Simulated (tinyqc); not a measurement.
Worked calculation (part 1 of 2): CCSD on RHF in the sto-3g basis, for H2O, spin multiplicity 1. Computed by tinyqc, a small Python program that keeps every step (integrals from PySCF). Settings: charge = 0, multiplicity = 1, basis = sto-3g, method = RHF, energy threshold = 1e-10, iteration cap = 60, orthogonalisation = symmetric, start = atomic densities, DIIS depth = 6, amplitude equations = CCSD, DIIS depth for amplitudes = 6, cap on updates = 69. Command: `OMP_NUM_THREADS=1 python tinyqc.py 23275 23276 out.jsonl` (the two numbers bound the seeds that draw the settings). One thread of a shared host (Intel(R) Xeon(R) Processor @ 2.60GHz), about 0.3 s of CPU time with the checks. The early iterations of the SCF are left out here.

## One-electron integrals

Geometry (angstrom):
```
atom         x          y         z
O     0.000000   0.000000  0.000000
H     0.000000   0.977000  0.657000
H     0.000000  -1.006000  0.676000
```

Basis sto-3g: exponents (1/bohr^2) and contraction coefficients of normalised primitives:
```
element  l (shell)    exponent  coefficient
O            s (1)  130.709320     0.154329
O            s (1)   23.808861     0.535328
O            s (1)    6.443608     0.444635
O            s (2)    5.033151    -0.099967
O            s (2)    1.169596     0.399513
O            s (2)    0.380389     0.700115
O            p (3)    5.033151     0.155916
O            p (3)    1.169596     0.607684
O            p (3)    0.380389     0.391957
H            s (1)    3.425251     0.154329
H            s (1)    0.623914     0.535328
H            s (1)    0.168855     0.444635
```

Overlap, kinetic and nuclear-attraction integrals over the contracted functions; the nuclear repulsion is the sum of Za Zb / Rab.

nuclear repulsion = 7.35536752 hartree

overlap S:
```
           1O 1s     1O 2s    1O 2px     1O 2py    1O 2pz     2H 1s      3H 1s
1O 1s   1.000000  0.236704  0.000000   0.000000  0.000000  0.031976   0.029479
1O 2s   0.236704  1.000000  0.000000   0.000000  0.000000  0.342721   0.324383
1O 2px  0.000000  0.000000  1.000000   0.000000  0.000000  0.000000   0.000000
1O 2py  0.000000  0.000000  0.000000   1.000000  0.000000  0.258039  -0.247123
1O 2pz  0.000000  0.000000  0.000000   0.000000  1.000000  0.173523   0.166059
2H 1s   0.031976  0.342721  0.000000   0.258039  0.173523  1.000000   0.122563
3H 1s   0.029479  0.324383  0.000000  -0.247123  0.166059  0.122563   1.000000
```

kinetic energy T (hartree):
```
            1O 1s      1O 2s    1O 2px     1O 2py    1O 2pz      2H 1s      3H 1s
1O 1s   29.003200  -0.168011  0.000000   0.000000  0.000000  -0.008913  -0.008749
1O 2s   -0.168011   0.808128  0.000000   0.000000  0.000000   0.047011   0.038067
1O 2px   0.000000   0.000000  2.528731   0.000000  0.000000   0.000000   0.000000
1O 2py   0.000000   0.000000  0.000000   2.528731  0.000000   0.119744  -0.105935
1O 2pz   0.000000   0.000000  0.000000   0.000000  2.528731   0.080524   0.071185
2H 1s   -0.008913   0.047011  0.000000   0.119744  0.080524   0.760032  -0.009898
3H 1s   -0.008749   0.038067  0.000000  -0.105935  0.071185  -0.009898   0.760032
```

nuclear attraction V (hartree):
```
             1O 1s      1O 2s     1O 2px     1O 2py     1O 2pz      2H 1s      3H 1s
1O 1s   -61.504520  -7.392815   0.000000  -0.000478  -0.011126  -1.021384  -0.941171
1O 2s    -7.392815  -9.935609   0.000000  -0.005525  -0.137847  -2.562483  -2.401922
1O 2px    0.000000   0.000000  -9.813996   0.000000   0.000000   0.000000   0.000000
1O 2py   -0.000478  -0.005525   0.000000  -9.914313  -0.002579  -1.692068   1.598301
1O 2pz   -0.011126  -0.137847   0.000000  -0.002579  -9.859328  -1.168569  -1.104048
2H 1s    -1.021384  -2.562483   0.000000  -1.692068  -1.168569  -5.034164  -0.694072
3H 1s    -0.941171  -2.401922   0.000000   1.598301  -1.104048  -0.694072  -4.939766
```

core Hamiltonian H = T + V (hartree):
```
             1O 1s      1O 2s     1O 2px     1O 2py     1O 2pz      2H 1s      3H 1s
1O 1s   -32.501320  -7.560826   0.000000  -0.000478  -0.011126  -1.030297  -0.949920
1O 2s    -7.560826  -9.127481   0.000000  -0.005525  -0.137847  -2.515472  -2.363855
1O 2px    0.000000   0.000000  -7.285265   0.000000   0.000000   0.000000   0.000000
1O 2py   -0.000478  -0.005525   0.000000  -7.385582  -0.002579  -1.572324   1.492366
1O 2pz   -0.011126  -0.137847   0.000000  -0.002579  -7.330597  -1.088045  -1.032863
2H 1s    -1.030297  -2.515472   0.000000  -1.572324  -1.088045  -4.274133  -0.703970
3H 1s    -0.949920  -2.363855   0.000000   1.492366  -1.032863  -0.703970  -4.179734
```

## Two-electron integrals

Functions are numbered as in S; the eight-fold symmetry (ij|kl) = (ji|kl) = (kl|ij) leaves the list below.

Two-electron integrals (ij|kl) in chemists' order, unique and non-zero (hartree):
```
(11|11) 4.785065    (21|11) 0.741380    (21|21) 0.136873    (22|11) 1.118947
(22|21) 0.256633    (22|22) 0.817206    (31|31) 0.024477    (32|31) 0.037809
(32|32) 0.180518    (33|11) 1.115814    (33|21) 0.256684    (33|22) 0.817023
(33|33) 0.880159    (41|41) 0.024477    (42|41) 0.037809    (42|42) 0.180518
(43|43) 0.047444    (44|11) 1.115814    (44|21) 0.256684    (44|22) 0.817023
(44|33) 0.785270    (44|44) 0.880159    (51|51) 0.024477    (52|51) 0.037809
(52|52) 0.180518    (53|53) 0.047444    (54|54) 0.047444    (55|11) 1.115814
(55|21) 0.256684    (55|22) 0.817023    (55|33) 0.785270    (55|44) 0.785270
(55|55) 0.880159    (61|11) 0.101272    (61|21) 0.018558    (61|22) 0.034639
(61|33) 0.034572    (61|41) 0.000697    (61|42) 0.001318    (61|44) 0.034715
(61|51) 0.000469    (61|52) 0.000886    (61|54) 0.000096    (61|55) 0.034637
(61|61) 0.002548    (62|11) 0.271752    (62|21) 0.063221    (62|22) 0.226057
(62|33) 0.222039    (62|41) 0.003935    (62|42) 0.031374    (62|44) 0.230185
(62|51) 0.002646    (62|52) 0.021098    (62|54) 0.005478    (62|55) 0.225722
(62|61) 0.008757    (62|62) 0.080572    (63|31) 0.006298    (63|32) 0.037803
(63|43) 0.006341    (63|53) 0.004264    (63|63) 0.010894    (64|11) 0.171399
(64|21) 0.040358    (64|22) 0.154084    (64|33) 0.147268    (64|41) 0.008481
(64|42) 0.057801    (64|44) 0.165175    (64|51) 0.001468    (64|52) 0.013448
(64|54) 0.007777    (64|55) 0.149631    (64|61) 0.005810    (64|62) 0.066787
(64|64) 0.065635    (65|11) 0.115260    (65|21) 0.027139    (65|22) 0.103616
(65|33) 0.099033    (65|41) 0.001468    (65|42) 0.013448    (65|44) 0.102546
(65|51) 0.007285    (65|52) 0.046846    (65|54) 0.008704    (65|55) 0.109150
(65|61) 0.003907    (65|62) 0.044912    (65|64) 0.036812    (65|65) 0.035649
(66|11) 0.442344    (66|21) 0.104546    (66|22) 0.430716    (66|33) 0.414312
(66|41) 0.007689    (66|42) 0.086549    (66|44) 0.447841    (66|51) 0.005171
(66|52) 0.058202    (66|54) 0.022547    (66|55) 0.429475    (66|61) 0.014569
(66|62) 0.202282    (66|64) 0.191422    (66|65) 0.128725    (66|66) 0.774606
(71|11) 0.093330    (71|21) 0.017105    (71|22) 0.031933    (71|33) 0.031872
(71|41) -0.000637   (71|42) -0.001206   (71|44) 0.032002    (71|51) 0.000428
(71|52) 0.000811    (71|54) -0.000088   (71|55) 0.031930    (71|61) 0.002309
(71|62) 0.007795    (71|64) 0.004778    (71|65) 0.003481    (71|66) 0.012868
(71|71) 0.002164    (72|11) 0.254702    (72|21) 0.059271    (72|22) 0.212456
(72|33) 0.208663    (72|41) -0.003682   (72|42) -0.029593   (72|44) 0.216356
(72|51) 0.002474    (72|52) 0.019886    (72|54) -0.005170   (72|55) 0.212137
(72|61) 0.007927    (72|62) 0.058559    (72|64) 0.034051    (72|65) 0.031668
(72|66) 0.116635    (72|71) 0.007567    (72|72) 0.071706    (73|31) 0.005854
(73|32) 0.035327    (73|43) -0.005950   (73|53) 0.003998    (73|63) 0.007531
(73|73) 0.009608    (74|11) -0.162099   (74|21) -0.038175   (74|22) -0.146128
(74|33) -0.139700   (74|41) 0.007910    (74|42) 0.054311    (74|44) -0.156569
(74|51) -0.001381   (74|52) -0.012756   (74|54) 0.007337    (74|55) -0.141944
(74|61) -0.004904   (74|62) -0.034487   (74|64) -0.013045   (74|65) -0.018315
(74|66) -0.064071   (74|71) -0.005061   (74|72) -0.060002   (74|74) 0.059266
(75|11) 0.108926    (75|21) 0.025652    (75|22) 0.098193    (75|33) 0.093874
(75|41) -0.001381   (75|42) -0.012756   (75|44) 0.097213    (75|51) 0.006783
(75|52) 0.043899    (75|54) -0.008194   (75|55) 0.103378    (75|61) 0.003568
(75|62) 0.031860    (75|64) 0.018214    (75|65) 0.024507    (75|66) 0.068827
(75|71) 0.003401    (75|72) 0.040319    (75|74) -0.033369   (75|75) 0.032031
(76|11) 0.069652    (76|21) 0.016353    (76|22) 0.063551    (76|33) 0.062148
(76|41) -0.000008   (76|42) -0.000108   (76|44) 0.063546    (76|51) 0.001075
(76|52) 0.010289    (76|54) -0.000023   (76|55) 0.064890    (76|61) 0.002236
(76|62) 0.022123    (76|64) 0.016022    (76|65) 0.013916    (76|66) 0.057670
(76|71) 0.002062    (76|72) 0.020999    (76|74) -0.015448   (76|75) 0.013310
(76|76) 0.007767    (77|11) 0.430584    (77|21) 0.101786    (77|22) 0.420537
(77|33) 0.404807    (77|41) -0.007339   (77|42) -0.083511   (77|44) 0.436976
(77|51) 0.004932    (77|52) 0.056117    (77|54) -0.021616   (77|55) 0.419333
(77|61) 0.013592    (77|62) 0.121291    (77|64) 0.065944    (77|65) 0.071021
(77|66) 0.265885    (77|71) 0.013066    (77|72) 0.188625    (77|74) -0.180277
(77|75) 0.121141    (77|76) 0.057670    (77|77) 0.774606
```

## Orthogonalisation

S = U s U^T; symmetric (Loewdin) form X = U s^(-1/2) U^T, so that X^T S X = 1.

eigenvalues of S: 0.490974  0.577583  0.893938  1.000000  1.093294  1.300837  1.643373

X:
```
            1O 1s      1O 2s    1O 2px     1O 2py     1O 2pz      2H 1s      3H 1s
1O 1s    1.023297  -0.133568  0.000000  -0.000409  -0.005382   0.017598   0.016671
1O 2s   -0.133568   1.120238  0.000000   0.004480   0.048839  -0.194170  -0.179734
1O 2px   0.000000   0.000000  1.000000   0.000000   0.000000   0.000000   0.000000
1O 2py  -0.000409   0.004480  0.000000   1.059789   0.002013  -0.157754   0.149438
1O 2pz  -0.005382   0.048839  0.000000   0.002013   1.024263  -0.096302  -0.090204
2H 1s    0.017598  -0.194170  0.000000  -0.157754  -0.096302   1.098503  -0.041265
3H 1s    0.016671  -0.179734  0.000000   0.149438  -0.090204  -0.041265   1.087757
```

## Starting guess

The start is atomic minimal-basis densities projected into this basis (PySCF's MINAO start) and scaled to the electron count of each spin; this density is not idempotent, so its energy is not variational and may lie below the converged one.

D at the start:
```
            1O 1s      1O 2s    1O 2px     1O 2py     1O 2pz      2H 1s      3H 1s
1O 1s    2.143842  -0.493477  0.000000   0.000516   0.012340  -0.016301  -0.016044
1O 2s   -0.493477   2.095715  0.000000  -0.002839  -0.061857   0.059027   0.059516
1O 2px   0.000000   0.000000  1.307981   0.000000   0.000000   0.000000   0.000000
1O 2py   0.000516  -0.002839  0.000000   1.188112  -0.001928   0.118504  -0.119467
1O 2pz   0.012340  -0.061857  0.000000  -0.001928   1.258948   0.064571   0.064990
2H 1s   -0.016301   0.059027  0.000000   0.118504   0.064571   0.993495   0.045032
3H 1s   -0.016044   0.059516  0.000000  -0.119467   0.064990   0.045032   0.993204
```

## Iteration 8 (converged): orbitals

converged F (hartree):
```
             1O 1s      1O 2s     1O 2px     1O 2py     1O 2pz      2H 1s      3H 1s
1O 1s   -20.258001  -5.163174   0.000000  -0.000590  -0.023135  -0.711260  -0.656080
1O 2s    -5.163174  -2.390315   0.000000  -0.005260  -0.045331  -0.698551  -0.658356
1O 2px    0.000000   0.000000  -0.382950   0.000000   0.000000   0.000000   0.000000
1O 2py   -0.000590  -0.005260   0.000000  -0.191142  -0.006168  -0.349650   0.337762
1O 2pz   -0.023135  -0.045331   0.000000  -0.006168  -0.235813  -0.280737  -0.272792
2H 1s    -0.711260  -0.698551   0.000000  -0.349650  -0.280737  -0.350140  -0.163126
3H 1s    -0.656080  -0.658356   0.000000   0.337762  -0.272792  -0.163126  -0.324732
```

Diagonalise F' = X^T F X, C = X C', fill 5 alpha and 5 beta electrons from the bottom; D = 2 C_occ C_occ^T. Each column has its largest component positive (the first on a tie).

F' = X^T F X (hartree):
```
            1          2          3          4          5          6          7
1  -19.885950  -2.677550   0.000000  -0.001512  -0.047005  -0.062784  -0.051530
2   -2.677550  -1.345552   0.000000   0.003785   0.085649  -0.358404  -0.335783
3    0.000000   0.000000  -0.382950   0.000000   0.000000   0.000000   0.000000
4   -0.001512   0.003785   0.000000   0.000941  -0.000980  -0.374490   0.361479
5   -0.047005   0.085649   0.000000  -0.000980  -0.147198  -0.265799  -0.256554
6   -0.062784  -0.358404   0.000000  -0.374490  -0.265799  -0.034745  -0.043689
7   -0.051530  -0.335783   0.000000   0.361479  -0.256554  -0.043689  -0.039416
```

orbital energies (hartree): MO1 -20.266061, MO2 -1.177254, MO3 -0.516697, MO4 -0.405814, MO5 -0.382950, MO6 0.388489, MO7 0.525416

coefficients C:
```
              MO1        MO2        MO3        MO4       MO5        MO6        MO7
1O 1s    0.994577  -0.243655   0.006368   0.082482  0.000000   0.100347  -0.011392
1O 2s    0.023049   0.916352  -0.032922  -0.419178  0.000000  -0.568584   0.069788
1O 2px   0.000000   0.000000   0.000000   0.000000  1.000000   0.000000   0.000000
1O 2py   0.000143   0.005433   0.597824  -0.022455  0.000000   0.076853   0.898088
1O 2pz   0.002442   0.059803   0.029706   0.754681  0.000000  -0.700461   0.065499
2H 1s   -0.004063   0.137219   0.467191   0.329718  0.000000   0.617880  -0.743627
3H 1s   -0.003785   0.127739  -0.445307   0.370891  0.000000   0.726832   0.606213
```

D after iteration 8:
```
            1O 1s      1O 2s    1O 2px     1O 2py     1O 2pz      2H 1s      3H 1s
1O 1s    2.110791  -0.470269  0.000000   0.001547   0.100587  -0.014608  -0.014265
1O 2s   -0.470269   2.034051  0.000000  -0.010574  -0.524933  -0.055888  -0.047685
1O 2px   0.000000   0.000000  2.000000   0.000000   0.000000   0.000000   0.000000
1O 2py   0.001547  -0.010574  0.000000   0.715855   0.002275   0.545278  -0.547701
1O 2pz   0.100587  -0.524933  0.000000   0.002275   1.148015   0.541813   0.548612
2H 1s   -0.014608  -0.055888  0.000000   0.545278   0.541813   0.691654  -0.136420
3H 1s   -0.014265  -0.047685  0.000000  -0.547701   0.548612  -0.136420   0.704381
```

## Convergence

Stop when the energy changes by less than 1e-10 hartree and every element of the error matrix X^T (F D S - S D F) X is below 3e-06.

Course of the cycle:
```
iteration   E (hartree)     change  largest element of the error matrix
1          -74.99809443          -                             8.40e-01
2          -74.83372226   1.64e-01                             2.09e-01
3          -74.88894575  -5.52e-02                             2.92e-02
4          -74.89078023  -1.83e-03                             5.29e-03
5          -74.89081547  -3.52e-05                             1.79e-04
6          -74.89081554  -6.89e-08                             6.74e-05
7          -74.89081556  -1.91e-08                             9.54e-07
8          -74.89081556  -1.66e-12                             1.15e-07
```

PySCF RHF in the same basis = -74.89081556 hartree

Converged in 8 iterations.

## Populations, bond orders and dipole

Mulliken: Z minus the diagonal of D S on the atom; Loewdin: the same with S^(1/2) D S^(1/2); Mayer order: 2 sum_s sum (D(s) S)_ij (D(s) S)_ji over the two atoms.

Charges (e):
```
atom   Mulliken    Loewdin
1O    -0.211745  -0.159917
2H     0.109968   0.082487
3H     0.101777   0.077430
```

Mayer bond orders:
```
pair     order
2-1   0.974911
3-1   0.976646
3-2   0.012996
```

dipole moment about the origin, x y z (debye): 0.000000  0.022614  1.370193
